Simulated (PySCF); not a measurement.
# L and K shells in `P[BH2-][PH3+]`

Compound: BH7P2.
Cartesian coordinates in Å at the PBE0-D3(BJ)/def2-SVP level; atoms count from 1:
```xyz
10
BH7P2 angstrom
P      1.6971    0.6692    0.5571
B      0.3179   -0.6160   -0.0513
P     -1.3509    0.0600    0.6374
H      2.8128   -0.0980    0.1084
H      1.7096    1.5315   -0.5836
H      0.1309   -0.7499   -1.2478
H      0.4289   -1.6717    0.5534
H     -2.5258   -0.6928    0.3907
H     -1.7788    1.3387    0.2017
H     -1.4322    0.2339    2.0399
```

Method: PySCF 2.14.0, delta-SCF UKS SCAN, pcX-2 on the ionised atom, pcseg-1 elsewhere, spin-free X2C. Vertical ΔSCF values, vacuum level as zero. The 2p values add to the ΔSCF energy of one spin-free hole a correction within the shell (spin–orbit coupling, ligand field). The splitting includes the ligand field, and 2p3/2 is the mean of two sublevels.

Give the 2p3/2 and 2p1/2 binding energies and the splitting.

| atom | environment | 2p3/2 (eV) | 2p1/2 (eV) | splitting (eV) | mean of the shell (eV) |
| --- | --- | --- | --- | --- | --- |
| P1 | three-coordinate phosphorus | 135.34 | 136.24 | 0.90 | 135.64 |
| P3 | phosphorus bonded to B and 3 H | 138.39 | 139.29 | 0.90 | 138.69 |

What are the 1s binding energies of the same atoms?

P1 2148.90 eV; P3 2152.02 eV.

Which Kα1 and Kα2 emission energies and wavelengths follow?

The photon carries the difference of the 1s-hole and 2p-hole states, both at the ground state's geometry; λ = 12398.42 eV Å/E.

```csv
atom,Kα1 (eV),Kα2 (eV),λ(Kα1) (Å),λ(Kα2) (Å)
P1,2013.56,2012.66,6.1575,6.1602
P3,2013.63,2012.73,6.1572,6.1600
```

Over the 2 phosphorus sites the 1s value ranges over 3.12 eV, 2p3/2 over 3.05 eV and Kα1, their difference, over 0.07 eV.

And the 1s levels of the other atoms?

B2 (four-coordinate boron) 194.11 eV.

Geometry: PBE0-D3(BJ)/def2-SVP, one conformer, isolated molecule.
